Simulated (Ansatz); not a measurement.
# Worked example: correlation energy of SiGeH (H-bridged), doublet

Geometry: displaced at random from a stationary point.

```yaml
atoms:
  - { symbol: Si, position_ang: [0.0001, -0.0257, 1.6575] }
  - { symbol: Ge, position_ang: [-0.0007, -0.0087, -0.6490] }
  - { symbol: H, position_ang: [0.0473, 1.3457, 0.5862] }
```

Basis cc-pVDZ; Ansatz 0.2.0. Only valence electrons are correlated (noble-gas cores and the filled d shells of p-block atoms frozen), which leaves 9 electrons in 31 orbitals. Prefix R: restricted or restricted open-shell reference; prefix U: unrestricted. No spin–orbit coupling is included, and no scalar relativity.

Full CI isn't at hand for all of this; UCCSDT(Q) serves as the reference, and is uncertain by about the last step of the cluster series.

Runs differ by some tens of microhartree through their thresholds and, for an open shell, their frozen cores, so steps under 0.03 kcal/mol mean nothing.

```json
{"level": "UHF", "total energy (hartree)": "-2364.768004"}
{"level": "UMP2", "total energy (hartree)": "-2364.918601"}
{"level": "UCCSD", "total energy (hartree)": "-2364.950810"}
{"level": "UCCSD(T)", "total energy (hartree)": "-2364.959014"}
{"level": "UCCSDT", "total energy (hartree)": "-2364.960423"}
{"level": "UCCSDT(Q)", "total energy (hartree)": "-2364.961046"}
```

Task: What is the correlation energy at UCCSDT(Q), and what share of it do UMP2 and UCCSD recover?

Result: E(corr) = -2364.961046 − (-2364.768004) = -0.193042 hartree = -5.253 eV. UMP2: -0.150597 / -0.193042 = 78.01 %. UCCSD: -0.182806 / -0.193042 = 94.70 %.

Task: By how many kcal/mol does UCCSD(T) miss UCCSDT(Q) (1 hartree = 627.509 kcal/mol), and which steps make up the rest?

Result: -2364.959014 − (-2364.961046) = 0.002032 hartree = 1.28 kcal/mol. Steps: UCCSDT − UCCSD(T) = -0.88, UCCSDT(Q) − UCCSDT = -0.39 kcal/mol. Differences between like states or geometries often cancel part of this.
